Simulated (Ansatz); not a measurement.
# AlH3 (triplet): the correlation ladder, def2-TZVPP

An exercise on one series of results from a longer session: the logs are not shown, and one member is left open.

Computed with Ansatz 0.2.0, Gaussian basis. Level: def2-TZVPP, core rule «outside noble gas», up to 5 orbitals frozen.

To be run: UHF; ROHF; CCSD(T) on UHF.

2 further runs of the same task are left out: 2 set aside as unsound or not needed.

### What is computed

The geometry is a PBE0/def2-TZVP stationary point (not a proven minimum) of the parent state, kept for this charge and spin.

4 atoms, charge 0, spin multiplicity 3.

Atoms are counted from 1 here; the program's logs count them from 0.

Bond lengths: Al1–H2 1.560 Å, Al1–H3 1.560 Å. Angles: H2–Al1–H3 167.6°.

The first run:

Input file in.yaml:

```yaml
crystal:
  periodic: [false, false, false]
  atoms:
    - {symbol: Al, position_ang: [0.000000, 0.057143, 0.000000]}
    - {symbol: H, position_ang: [0.000000, 0.226182, -1.551199]}
    - {symbol: H, position_ang: [0.000000, 0.226189, 1.551197]}
    - {symbol: H, position_ang: [0.000000, -1.982029, 0.000004]}
basis:
  gaussian: {orbitals: def2-TZVPP}
magnetization: {spin_polarized: true, initial_magnetization: 2}
hamiltonian: {xc: hf}
output: {orbitals: {seedname: orbitals}}
```

The run is started by

```
ansatz run in.yaml --threads 1 --pin off --events-out ev --progress --plain --max-ram 4096MiB --backend cpu
```

Among the steps run: UHF; ROHF; CCSD(T) on UHF.

One table of the session follows, with a row left open; its other results are not shown here.

| method | from UCCSD(T) (kcal/mol) |
| --- | --- |
| ROHF | +65.80 |
| UHF | +64.04 |
| UMP2 | ? |
| UCCSD | +1.64 |
| UCCSD(T) | 0 |

**Question.** Estimate the row for UMP2.

**Answer.** from UCCSD(T) (kcal/mol): +15.61. In the column «from UCCSD(T) (kcal/mol)» it lies between UCCSD (+1.64) and UHF (+64.04).
